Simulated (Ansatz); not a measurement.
Consider the ligand exchange at the Al–N bond: `C[NH][AlH2]` + `[SiH3]S` → `[AlH2][S][SiH3]` + CH₃NH₂.

Program: Ansatz. Geometries: PBE0-D4/def2-TZVP. ΔE: electronic, gas phase. CCSD(T)/CBS is the MP2 limit (def2-TZVPP, def2-QZVPP) plus CCSD(T) − MP2 in def2-TZVPP, frozen cores. Functionals use def2-TZVPP. B3LYP here is the variant with VWN-RPA as its local correlation; programs differ in this.

```csv
level,ΔE (kcal/mol)
BLYP-D4,-4.7
r2SCAN-D4,-6.9
B3LYP-D4,-5.6
PBE,-6.7
```

Task: What does CCSD(T)/CBS give? (Best estimate.)

Result: Computed: -7.0 kcal/mol. The listed levels differ from it by 2.3, 0.1, 1.4, 0.3 kcal/mol.

Largest T1 diagnostic among the species: 0.012.

Leaving LDA and LC-ωPBE aside and taking each functional with its dispersion term where it has one, the values, not all of them listed here, spread over 3.4 kcal/mol, from HSE06-D4 to BLYP-D4. LDA lies +1.4 kcal/mol from PBE without D4. At CCSD(T), def2-SVP lies +2.2 kcal/mol from the extrapolated value and def2-TZVPP +0.9 kcal/mol.
